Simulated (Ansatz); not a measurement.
`COC(C)OC` and `C#CC(C)OC` differ in one atom or group.

Ansatz, PBE0-D4/def2-TZVP geometries, multiplicity 1. Each molecule was computed in one conformer, which needn't be the lowest.

| property | `COC(C)OC` |
| --- | --- |
| HOMO–LUMO gap (B3LYP/def2-TZVPP) / eV | 8.22 |
| LUMO energy (B3LYP/def2-TZVPP) / eV | 0.93 |
| HOMO energy (PBE0/def2-TZVPP) / eV | -7.50 |
| HOMO energy (PBE/def2-TZVPP) / eV | -5.92 |
| HOMO energy (ωB97M-V/def2-TZVPP) / eV | -9.93 |
| size of the dipole moment (ωB97M-V/def2-TZVPP) / D | 1.83 |

**Question.** What does the change do to each property? (Estimate.)

**Answer.** Ansatz gave: 
| property | `C#CC(C)OC` | shift |
| --- | --- | --- |
| HOMO–LUMO gap (B3LYP/def2-TZVPP) / eV | 7.95 | -0.27 |
| LUMO energy (B3LYP/def2-TZVPP) / eV | 0.45 | -0.48 |
| HOMO energy (PBE0/def2-TZVPP) / eV | -7.74 | -0.24 |
| HOMO energy (PBE/def2-TZVPP) / eV | -6.14 | -0.22 |
| HOMO energy (ωB97M-V/def2-TZVPP) / eV | -10.11 | -0.18 |
| size of the dipole moment (ωB97M-V/def2-TZVPP) / D | 0.96 | -0.87 |

With PBE0 the HOMO falls by 0.24 eV and the LUMO falls by 0.56 eV, so the gap narrows by about 0.32 eV. PBE moves the HOMO by -0.22 eV and ωB97M-V by -0.18 eV. Dipoles are sizes alone; their direction can turn.

B3LYP here is the variant with VWN-RPA as its local correlation; programs differ in this.
